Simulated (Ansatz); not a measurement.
Compare A (`CC(C)(C)CO`) with its isomer B (`CCCCOC`).

Gas-phase electronic energies from Ansatz, PBE0-D4/def2-TZVP geometries. CCSD(T)/CBS is the MP2 limit (def2-TZVPP, def2-QZVPP) plus CCSD(T) − MP2 in def2-TZVPP, frozen cores. Functionals use def2-TZVPP. B3LYP here is the variant with VWN-RPA as its local correlation; programs differ in this. Each species was taken in one conformer, which may not be the lowest.

A:

```xyz
18

C    -0.556   -1.465    0.013
C    -0.154    0.005   -0.049
C    -1.106    0.770   -0.961
C    -0.190    0.611    1.351
C     1.254    0.131   -0.635
O     2.256   -0.536    0.101
H    -0.591   -1.902   -0.990
H     0.161   -2.038    0.603
H    -1.545   -1.580    0.464
H    -0.844    1.831   -1.010
H    -2.134    0.696   -0.597
H    -1.084    0.369   -1.979
H     0.136    1.657    1.339
H     0.449    0.058    2.046
H    -1.203    0.584    1.759
H     1.500    1.197   -0.752
H     1.270   -0.318   -1.633
H     2.382   -0.071    0.931
```

B:

```xyz
18

C    -1.1040   -2.2755    1.5026
C    -0.5727   -0.8663    1.3063
C    -0.1747   -0.5848   -0.1330
C     0.3514    0.8166   -0.3262
O     0.6987    1.0008   -1.6739
C     1.1948    2.2835   -1.9272
H    -0.3541   -3.0208    1.2237
H    -1.9881   -2.4520    0.8839
H    -1.3837   -2.4579    2.5426
H    -1.3313   -0.1411    1.6229
H     0.2916   -0.7059    1.9612
H    -1.0343   -0.7321   -0.7954
H     0.5931   -1.2961   -0.4557
H     1.2307    0.9868    0.3172
H    -0.4110    1.5554   -0.0280
H     1.4389    2.3414   -2.9883
H     0.4518    3.0588   -1.6908
H     2.1029    2.4890   -1.3420
```

(1) Which isomer does CCSD(T)/CBS put lower? Give the gap. (An estimate is asked.)

(2) Give E(B) − E(A) in kJ/mol with B3LYP, HF/def2-TZVPP, CCSD(T)/def2-TZVPP, MP2/def2-TZVPP, CCSD(T)/def2-SVP, PBE0-D4, PBE-D4. (Estimate.)

Largest T1 diagnostic: 0.009.

## Answers

(1) The calculation gave: A, by 56.3 kJ/mol.

(2) Computed: B3LYP 32.5, HF/def2-TZVPP 26.8, CCSD(T)/def2-TZVPP 55.7, MP2/def2-TZVPP 63.4, CCSD(T)/def2-SVP 52.4, PBE0-D4 49.2, PBE-D4 47.4. None reverses the order clearly.

At CCSD(T), def2-SVP lies −3.8 kJ/mol from the extrapolated value and def2-TZVPP −0.5 kJ/mol. The D4 term adds +11.0 kJ/mol with B3LYP and +5.9 kJ/mol with PBE0; it sums over pairs of atoms, weighted by their polarisabilities, and B3LYP, whose exchange is more repulsive, gets the larger term.
